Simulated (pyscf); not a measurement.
•O–SeH + hydrogen (H₂) -> HO–Se• + hydrogen (H₂), a concerted two-bond exchange (doublet surface; H–Se, H–H broken, H–H, H–O formed). Optimised with ωB97X-D3(BJ)/def2-SVP in PySCF. Energies in kcal/mol from the separated reactants.

Small-basis levels: PySCF, no dispersion term, spherical d functions. Open shells are spin-unrestricted. 

**Question.** Quick SVWN5/6-31G*+LANL2DZ single points give ΔE‡ = -1.2 kcal/mol and ΔE = -26.3 kcal/mol. What does ωB97M-D3(BJ)/def2-TZVP give, and how far is the quick result from it?

**Answer.** ωB97M-D3(BJ)/def2-TZVP gives ΔE‡ = 24.8 kcal/mol and ΔE = -15.3 kcal/mol. SVWN5/6-31G*+LANL2DZ lies 26.1 kcal/mol under it in the barrier and 11.0 kcal/mol under it in the reaction energy, so on this step it does not hold to within 3.0 kcal/mol. At SVWN5/6-31G*+LANL2DZ this geometry lies under one side, so its ΔE‡ may be no barrier of that level. ωB97M-D3(BJ)/def2-TZVP has limits of its own. One saddle was located; it need not be the lowest between these sides. In the def2 sets elements up to Kr have no core potential.
